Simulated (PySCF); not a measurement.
Work out the structure from these simulated measurements.

Elements present: C, H and S. Monoisotopic mass: 104.0660 u.

| Property | Result |
| --- | --- |
| 13C NMR | chemical shifts (computed TMS as zero) by class: 34.4 (1 C), 28.4 (1 C), 22.9 (2 C), 16.1 (1 C) ppm [GIAO B97-2/pcSseg-1] |
| 1H NMR | chemical shifts (computed TMS as zero) by class: 2.79 (1 H), 2.35 (2 H), 1.19 (3 H), 1.17 (6 H) ppm [GIAO B97-2/pcSseg-1] |
| Valence photoelectron | vertical ionisation energy: 8.39 eV [ΔSCF CAM-B3LYP/def2-SVPD] |
| Dipole | 1.73 D [CAM-B3LYP/def2-SVPD] |
| UV, strongest line | among the 10 lowest singlet transitions: S10 at 8.15 eV (152 nm, f = 0.068) [TDDFT CAM-B3LYP/def2-SVPD] |
| Triplet | lowest triplet excitation (Tamm–Dancoff): 5.17 eV [TDA CAM-B3LYP/def2-SVPD] |
| Polarisability | 84.8 au [CAM-B3LYP/def2-SVPD] |
| Rotational structure | rotational constants A, B, C: 4.314, 1.742, 1.553 GHz [PBE0-D3(BJ)/def2-SVP] |

The electronic properties come from PySCF, for the isolated species, density fitting. Levels stand in brackets. Isolated species at its PBE0-D3(BJ)/def2-SVP geometry (one conformer only). NMR classes are plain means over equivalent atoms (diastereotopic ones count apart unless rotation or inversion swaps them), as if these changed places fast.

Question: Which formula fits the mass and the elements?

Answer: C5H12S (calculated 104.0660). No other formula that holds each of these elements comes within 0.0003 u with a fitting electron parity and a possible valence count.

Question: Propose a structure and show how it fits.

Answer: Numbering: `[CH3:1][CH2:2][S:3][CH:4]([CH3:5])[CH3:6]`. Its formula, C5H12S, gives 0 degrees of unsaturation, so no ring and no π bond. 5 carbons fall into 4 classes; from least to most shielded: sp3 carbon bound to sulfur [C4] (34.4 ppm), sp3 carbon bound to sulfur [C2] (28.4 ppm), methyl carbon [C5/C6] (22.9 ppm, 2 C), methyl carbon [C1] (16.1 ppm). Hydrogen classes from least to most shielded: 1 H on an sp3 carbon bound to sulfur, C4 (2.79 ppm), 2 H on an sp3 carbon bound to sulfur, C2 (2.35 ppm, a mean of values up to 0.6 ppm apart in this geometry), 3 H on a methyl carbon, C1 (1.19 ppm), 6 H on 2 methyl carbons, C5/C6 (1.17 ppm, a mean of values up to 0.8 ppm apart in this geometry). The first electron is taken from the HOMO, whose largest Löwdin shares are 0.70 on the sulfide sulfur and 0.09 on each of 2 atoms of one kind (sp3 carbon bound to sulfur). The optimised geometry has point group C1 and is an asymmetric top. Structure: ethyl isopropyl sulfide, `C(C)(C)SCC`. Computed isomers that give other values at the same levels: `CC(C)(C)CS` (13C chemical shifts (computed TMS as zero) by class: 43.8 (1 C), 31.9 (1 C), 28.6 (3 C) ppm); `CC(C)[C@@H](C)S` (rotational constant A: 3.900 GHz; this holds for the one conformer computed); `CSC(C)(C)C` (rotational constant A: 3.760 GHz; this holds for the one conformer computed). The assignments are read from this structure; whether some other isomer fits the data as well wasn't checked.

Shape of the structure used: `[CH3:1][CH2:2][S:3][CH:4]([CH3:5])[CH3:6]`: C1–C2–S3–C4 66°, C2–S3–C4–C5 64°.
